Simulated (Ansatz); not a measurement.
# How far each method lies from RCCSDT(Q) for C$_{2}$H$_{6}$O, singlet

Geometry: MP2(full)/6-31G*, from the G2/97 set.

```yaml
atoms:
  - { symbol: C, position_ang: [1.2220, -0.3818, 0.0000] }
  - { symbol: C, position_ang: [0.0538, 0.5781, 0.0000] }
  - { symbol: O, position_ang: [-1.1363, -0.2090, 0.0000] }
  - { symbol: H, position_ang: [-1.8928, 0.4002, 0.0000] }
  - { symbol: H, position_ang: [0.0964, 1.2261, 0.8869] }
  - { symbol: H, position_ang: [0.0964, 1.2261, -0.8869] }
  - { symbol: H, position_ang: [2.1697, 0.1634, 0.0000] }
  - { symbol: H, position_ang: [1.1824, -1.0186, 0.8859] }
  - { symbol: H, position_ang: [1.1824, -1.0186, -0.8859] }
```

Basis 6-31G* (Cartesian d functions); Ansatz 0.2.0. Only valence electrons are correlated (noble-gas cores frozen), which leaves 20 electrons in 54 orbitals. Prefix R: restricted or restricted open-shell reference. Active spaces: frontier = (8e, 8o) about the gap.

Full CI isn't at hand for all of this; RCCSDT(Q) serves as the reference, and is uncertain by about the last step of the cluster series.

```
UHF ⟨S²⟩                          : 0.000
T1 diagnostic (RCCSD)             : 0.0085
largest doubles amplitude (RCCSD) : 0.033
```

```
   level  E − E(RHF) (eV)
    RMP2         -12.0434
   RCCSD         -12.9593
RCCSD(T)         -13.2549
```

(1) Estimate how far RCCSDT(Q) in 6-31G* lies from RCCSD(T). The table doesn't fix it; the size of (T) and the diagnostics are the guide.

(1) RCCSDT(Q) in 6-31G* lies 1.53 mEh below RCCSD(T), which is 14 % of the (T) step (-10.86 mEh). The diagnostics are small and one determinant leads, so the series closes fast and only a small part of (T) is left.

The other levels:

```
  level  E − E(RCCSDT(Q)) (mEh)  share of correlation (%)  wall time
   CISD                   64.44                     86.81        6 s
BCCD(T)                    1.47                     99.70      1.4 s
 RCCSDT                    0.87                     99.82          –
```

The correlation energy at RCCSDT(Q), counted from RHF, is -13.297 eV. That run took 18 s on 2 threads of AMD EPYC 7R13 with a shared H100 80 GB, shared host.

Run but not shown, since their state or frozen core can't be matched to the reference's or they repeat it: CASSCF (frontier space), MRCISD (frontier space), MRCISD+Q (frontier space).

Times hold each run's SCF and search for its determinant on a shared host, so for small cases they say little of a method's own cost; they ran on 1 thread of AMD EPYC 7R13.

Atomization energy (electronic, same basis, no zero-point term; atoms at the same level, unrestricted beside the R rows where the molecule is a closed shell, with restricted open-shell steps beyond CCSDT(Q)) at RCCSDT(Q): 3073.7 kJ/mol. Errors of other levels:

| level | error (kJ/mol) |
| --- | --- |
| RHF | -607.5 |
| RMP2 | 28.5 |
| CISD | -152.7 |
| RCCSD | -23.3 |
| RCCSD(T) | -1.9 |
| BCCD(T) | -1.2 |
| RCCSDT | -2.1 |

This basis is far from its limit, so the value isn't to be set against a measured one. Truncated CI isn't size-consistent, which counts against it in atomization.
